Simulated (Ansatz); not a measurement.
# CH₄AlN: taking an electron away

The task here is to estimate one member of a computed series from the others.

Program: Ansatz 0.2.0, Gaussian basis. Level of theory: unrestricted cation, the program's frozen cores in correlated methods. These are calculated values, not measurements.

Levels to be run: UKS PBE-D4/def2-TZVPP; UKS r2SCAN-D4/def2-TZVPP; UKS PBE0-D4/def2-TZVPP; UKS B3LYP-D4/def2-TZVPP; UKS wB97X-V/def2-TZVPP; UKS wB97M-V/def2-TZVPP; UKS B2PLYP/def2-TZVPP; UHF-CCSD(T)/def2-TZVPP; UHF-MP2/def2-QZVPP; extrapolation to the limit; then −ε(HOMO) from the neutral's earlier runs with LDA (SPW92), PBE-D4, revPBE-D4, BLYP-D4, r2SCAN-D4, B97M-V, PBE0-D4, B3LYP-D4, r2SCANh-D4, r2SCAN0-D4, HSE06-D4, BHLYP-D4, CAM-B3LYP-D4, LC-ωPBE, ωB97X-V, ωB97M-V.

## The geometry

An earlier PBE0-D4 in a triple-zeta def2 set relaxation fixed the geometry.

SMILES `C=[N][AlH2]`, 7 atoms, charge 0, spin multiplicity 1.

Atoms are counted from 1 here; the program's logs count them from 0.

Bond lengths: C1–N2 1.242 Å, C1–H4 1.101 Å, C1–H5 1.101 Å, N2–Al3 1.748 Å, Al3–H6 1.580 Å, Al3–H7 1.580 Å. Angles: N2–C1–H4 122.5°, N2–C1–H5 122.5°, H4–C1–H5 115.0°, C1–N2–Al3 179.9°, N2–Al3–H6 117.2°, N2–Al3–H7 117.2°, H6–Al3–H7 125.6°.

Coordinates:

```
atom    x (Å)    y (Å)    z (Å)
  C1  -1.2260  -0.1931  -0.8316
  N2  -0.2013  -0.0418  -0.1459
 Al3   1.2415   0.1731   0.8176
  H4  -2.0364  -0.8795  -0.5411
  H5  -1.3917   0.3492  -1.7754
  H6   1.2102   1.3013   1.9227
  H7   2.4647  -0.7772   0.5079
```

Set-up of the first run:

Contents of in.yaml:

```yaml
crystal:
  periodic: [false, false, false]
  atoms:
    - {symbol: C, position_ang: [-1.225957, -0.193116, -0.831600]}
    - {symbol: N, position_ang: [-0.201265, -0.041769, -0.145874]}
    - {symbol: Al, position_ang: [1.241518, 0.173073, 0.817604]}
    - {symbol: H, position_ang: [-2.036361, -0.879542, -0.541079]}
    - {symbol: H, position_ang: [-1.391737, 0.349167, -1.775412]}
    - {symbol: H, position_ang: [1.210180, 1.301304, 1.922718]}
    - {symbol: H, position_ang: [2.464722, -0.777217, 0.507942]}
basis:
  gaussian: {orbitals: def2-TZVPP}
total_charge: 1
magnetization: {spin_polarized: true, initial_magnetization: 1}
hamiltonian: {xc: pbe, dispersion: d4}
```

Launch:

```
$ ansatz run in.yaml --threads 2 --pin off --events-out ev --progress --plain --max-ram 4352MiB
```

Among the steps run: Cation, UKS PBE-D4/def2-TZVPP; Cation, UKS r2SCAN-D4/def2-TZVPP; Cation, UKS PBE0-D4/def2-TZVPP; Cation, UKS B3LYP-D4/def2-TZVPP; Cation, UKS wB97X-V/def2-TZVPP; Cation, UKS wB97M-V/def2-TZVPP; Cation, UKS B2PLYP (frozen core)/def2-TZVPP; Cation, UHF-CCSD(T)/def2-TZVPP; Cation, UHF-MP2/def2-QZVPP.

One table of the session follows, with a row left open; its other results are not shown here.

It belongs to the step «Ionisation energies side by side». For comparison, −ε(HOMO) of the neutral from earlier runs:

```
  functional  −ε(HOMO) (eV)
 LDA (SPW92)           5.68
      PBE-D4           5.56
   revPBE-D4              ?
     BLYP-D4           5.45
   r2SCAN-D4           5.75
      B97M-V           5.88
     PBE0-D4           6.78
    B3LYP-D4           6.58
  r2SCANh-D4           6.22
  r2SCAN0-D4           6.93
    HSE06-D4           6.38
    BHLYP-D4           7.97
CAM-B3LYP-D4           8.15
     LC-ωPBE           9.48
     ωB97X-V           9.14
     ωB97M-V           9.07
```

Q: Estimate the row for revPBE-D4 from the others.

The run gave: −ε(HOMO) (eV): 5.50. In the column «−ε(HOMO) (eV)» it lies between BLYP-D4 (5.45) and PBE-D4 (5.56).
